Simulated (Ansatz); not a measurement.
A calculation with Ansatz (development build ahead of 0.2.0).

```yaml
crystal:
  periodic: [false, false, false]
  atoms:
    - { symbol: Si, position_ang: [0.00752, -0.00489, -0.13858] }
    - { symbol: H, position_ang: [-0.00573, 1.10435, 0.94027] }
    - { symbol: H, position_ang: [-0.00396, -1.08873, 0.94439] }
basis:
  gaussian: { orbitals: cc-pVDZ }
hamiltonian:
  xc: hf
```

The input is written out in the form of the current development build from the run's settings.

Output:

| Quantity | Value |
| --- | --- |
| Converged | yes |
| Total energy | -290.01810 hartree |
| Spin squared of the determinant | 0.000 |
